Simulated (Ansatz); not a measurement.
What does this script print? It uses Ansatz's Python interface.

The script, `relaxed_scan_ch4os.py`:
```python
"""Relaxed scan of one distance in CH4OS."""

import ansatz as az
import numpy as np

BASIS_SET = "def2-SVP"
XC = "B3LYP"

geometry_ang = [
    ("O", [-0.7616, -0.8237, -0.3544]),
    ("C", [-0.0428, 0.3781, -0.1149]),
    ("S", [1.6323, -0.0602, 0.2366]),
    ("H", [-1.616, -0.4625, -0.6457]),
    ("H", [-0.0656, 1.026, -1.0089]),
    ("H", [-0.4693, 0.9252, 0.7399]),
    ("H", [1.3842, -1.0509, 1.1017]),
]
geometry = az.Crystal.molecule()
for symbol, xyz in geometry_ang:
    geometry = geometry.atom(symbol, xyz)

setup = (
    geometry.calculation()
    .basis(gaussian=BASIS_SET)
    .functional(XC)
)
symbols = [site.symbol for site in geometry.cartesian_sites]
pairs = [(0, 1), (0, 3), (1, 2), (1, 4), (1, 5), (2, 6)]
print("held (A)   E (eV)        ", "  ".join(f"{symbols[i]}{i}-{symbols[j]}{j}" for i, j in pairs))
for length in [1.23, 1.34, 1.45, 1.61, 1.81]:
    r = setup.relax(constraints=[az.DistanceConstraint((2, 6), at=length)], force_tolerance=0.02, max_steps=60).run(threads=1, backend="cpu").report
    xyz = np.array(r["positions_ang"])
    print(f"{length:6.2f} {r['free_energy_ev']:14.5f}  ", "  ".join(f"{np.linalg.norm(xyz[i] - xyz[j]):.3f}" for i, j in pairs))
```

Running `python relaxed_scan_ch4os.py` prints:
```text
held (A)   E (eV)         O0-C1  O0-H3  C1-S2  C1-H4  C1-H5  S2-H6
DeckWarning: relax.constraints: the input's atoms, or those drawn, lie off the distances that are held; a relaxation that starts there is brought onto them ahead of its first SCF, by positions alone, an atom by 5.42e-2 Å at the most. With the symmetry detection on, the symmetry is detected on the input's atoms as so brought (as typed, where only the drawn atoms reach the distances), and notices that speak of the structure as typed mean those atoms
  1.23   -13978.56825   1.404  0.968  1.820  1.107  1.106  1.230
  1.34   -13978.80979   1.403  0.968  1.820  1.108  1.106  1.340
  1.45   -13978.71173   1.403  0.968  1.819  1.109  1.106  1.450
  1.61   -13978.26117   1.402  0.968  1.815  1.110  1.106  1.610
  1.81   -13977.50846   1.401  0.968  1.811  1.111  1.106  1.810
```
(Warnings from the package without file and line, repeats left out.)

Notes:
- Total energies depend on the basis set; only differences at equal settings carry meaning.
- The energies are electronic: no zero-point or thermal terms, and the basis set is short of its limit.
- b3lyp holds the VWN-RPA fit, as in Gaussian; the form of ORCA and Turbomole is b3lyp5.
- Finished in 88 s on 1 thread of Arm Neoverse V1 (shared host), peak memory 0.21 GiB.
